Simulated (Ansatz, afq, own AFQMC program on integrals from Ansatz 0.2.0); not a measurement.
**CH3AlBr, doublet in def2-TZVP, levels against AFQMC with the constraint released**

```xyz
6

C    -0.1361    1.2703   -0.1688
Al   -0.3742   -0.6773    0.0120
Br   -1.8260   -1.7279   -1.4119
H    -0.7838    1.6709   -0.9648
H    -0.3788    1.7770    0.7797
H     0.9136    1.5065   -0.4093
```

Connectivity, by distances: CH3–Al–Br.

Basis def2-TZVP. Only valence electrons are correlated. Ansatz 0.2.0 and our own AFQMC program on the same integrals; the CISD trial comes from CCSD amplitudes, and released means the phaseless constraint is let go. Error bars are statistical, one sigma. No spin–orbit coupling.

Determinant: UHF, the one that the program's search chose, which needn't be the lowest solution. The geometry is a PBE0/def2-SVP stationary point of this or a neighbouring charge and spin state.

No full CI on the walks' own integrals is used here. The released AFQMC energy serves as the reference, which it does only where one determinant dominates, the energy is flat over the last release times and near the phaseless one (40 meV or 2 meV an electron, half that with transition metals). On small molecules, where full CI could be run and the noise was under 10 meV, such values lay within 10 meV of it in 19 cases of 20, a flattering rate, since the rule was set on those same cases; what remains of the bias isn't in the error bar.

Cautions: no relativity below Rb; no spin-orbit coupling; inner d shell frozen; the released value is read at 1.50 1/Eh with a noise of 11 meV, more than in the cases checked (meV from the phaseless value at times in 1/Eh: -7 ± 8 at 0.24, -10 ± 8 at 0.51, -15 ± 8 at 0.99, -18 ± 11 at 1.50).

```
T1 diagnostic                               : 0.0131
weight of the determinant in the CISD state : 0.838
⟨S²⟩ of the determinant                     : 0.756
size of the correlated space                : 17 electrons in 114 orbitals
```

Reference: AFQMC with the constraint released, correlation energy -11.942 ± 0.011 eV.

| level | E − E(reference) (kJ/mol) | share of correlation (%) |
| --- | --- | --- |
| HF | 1152.2 ± 1.0 | 0.00 |
| MP2 | 143.5 ± 1.0 | 87.54 |
| CCSD | 49.6 ± 1.0 | 95.70 |
| CCSD(T) | 5.9 ± 1.0 | 99.49 |
| ph-AFQMC/CISD | 1.7 ± 1.3 | 99.85 |

Released energies are given only where the last usable release times agree within the noise; a slower fall can still hide under it.
